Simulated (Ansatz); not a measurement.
**AlB (singlet): from Hartree-Fock to the top rungs, cc-pVDZ**

Aim: climb from Hartree-Fock through coupled cluster and multireference methods for AlB (singlet) at one geometry and basis, and see what each rung misses.

The runs use Ansatz 0.2.0, Gaussian basis; cc-pVDZ, core rule «outside noble gas», up to 6 orbitals frozen.

To be run: UHF; CCSD(T) on RHF; CCSD(T) on UHF; BCCD(T) on RHF; CISD; CCSDT(Q) on RHF; CCSDT(Q) on UHF; CISDTQ; CCSDTQ on RHF; CASSCF and MRCISD+Q, 6 electrons in 8 orbitals; CASSCF and NEVPT2, 6 electrons in 8 orbitals; Full CI.

16 further runs of the same task are left out: 4 that didn't finish, 12 set aside as unsound or not needed.

## (1) The system

The geometry is a PBE0/def2-TZVP stationary point (not a proven minimum).

2 atoms, charge 0, spin multiplicity 1.

Atoms are counted from 1 here; the program's logs count them from 0.

Bond lengths: B1–Al2 2.081 Å.

## (2) UHF

File in.yaml:

```yaml
crystal:
  periodic: [false, false, false]
  atoms:
    - {symbol: B, position_ang: [0.000000, 0.000000, 0.000000]}
    - {symbol: Al, position_ang: [0.000000, 0.000000, 2.080524]}
basis:
  gaussian: {orbitals: cc-pVDZ}
magnetization: {spin_polarized: true, initial_magnetization: 0}
hamiltonian: {xc: hf}
output: {orbitals: {seedname: orbitals}}
```

Run with:

```bash
ansatz run in.yaml --threads 1 --pin off --events-out ev --progress --plain --max-ram 2176MiB
```

Further steps of the session: CCSD(T) on RHF; CCSD(T) on UHF; BCCD(T) on RHF; CISD; CCSDT(Q) on RHF; CCSDT(Q) on UHF; CISDTQ; CCSDTQ on RHF; CASSCF and MRCISD+Q, 6 electrons in 8 orbitals; CASSCF and NEVPT2, 6 electrons in 8 orbitals; Full CI.

**Question.** What will the summary of the whole plan be? Wanted: FCI below the RHF energy; RMP2 from FCI; RCCSD from FCI; RCCSD(T) from FCI; RCCSDT(Q) from FCI; NEVPT2 valence from FCI; MRCISD+Q valence from FCI; T1 diagnostic; effectively unpaired electrons.

**Answer**, as computed:

| quantity | value |
| --- | --- |
| FCI below the RHF energy | -4.3974 eV |
| RMP2 from FCI | +1551.5 meV |
| RCCSD from FCI | +472.8 meV |
| RCCSD(T) from FCI | +186.9 meV |
| RCCSDT(Q) from FCI | +45.6 meV |
| NEVPT2 valence from FCI | +439.7 meV |
| MRCISD+Q valence from FCI | -17.1 meV |
| levels within 1 kcal/mol (43 meV) | RCCSDTQ, MRCISD+Q valence |
| T1 diagnostic | 0.060 |
| effectively unpaired electrons | 2.32 |

RCCSD(T) misses by +186.9 meV, 4.3 % of the correlation energy. MRCISD+Q valence falls below full CI: the +Q correction isn't variational, and the cores differ from full CI's. With 2.3 effectively unpaired electrons against 0 the state is strongly multireference. Of the multireference levels listed MRCISD+Q valence comes nearest in total energy (-17.1 meV), which doesn't show that its space is the better one. Coupled cluster took another determinant than the lowest Hartree-Fock one. These misses are within one basis, not against nature.
